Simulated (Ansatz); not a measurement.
One change: `C=C=CCO` becomes `C=C=CCCl`.

Ansatz, PBE0-D4/def2-TZVP geometries, multiplicity 1. Each molecule was computed in one conformer, which needn't be the lowest.

```tsv
property	`C=C=CCO`
LUMO energy (PBE/def2-TZVPP) / eV	-0.89
LUMO energy (PBE0/def2-TZVPP) / eV	0.10
size of the dipole moment (B3LYP/def2-TZVPP) / D	1.54
HOMO energy (B3LYP/def2-TZVPP) / eV	-7.31
HOMO energy (PBE0/def2-TZVPP) / eV	-7.52
LUMO energy (B3LYP/def2-TZVPP) / eV	-0.16
```

(1) What does the change do to each property? (Best estimate.)

Answers

(1) The calculation gave: 
| property | `C=C=CCCl` | shift |
| --- | --- | --- |
| LUMO energy (PBE/def2-TZVPP) / eV | -1.31 | -0.42 |
| LUMO energy (PBE0/def2-TZVPP) / eV | -0.30 | -0.40 |
| size of the dipole moment (B3LYP/def2-TZVPP) / D | 2.01 | 0.47 |
| HOMO energy (B3LYP/def2-TZVPP) / eV | -7.49 | -0.18 |
| HOMO energy (PBE0/def2-TZVPP) / eV | -7.72 | -0.20 |
| LUMO energy (B3LYP/def2-TZVPP) / eV | -0.53 | -0.37 |

With PBE0 the HOMO falls by 0.20 eV and the LUMO falls by 0.40 eV, so the gap narrows by about 0.20 eV. PBE moves the HOMO by -0.37 eV and ωB97M-V by -0.12 eV. Dipoles are sizes alone; their direction can turn.

B3LYP here is the variant with VWN-RPA as its local correlation; programs differ in this.
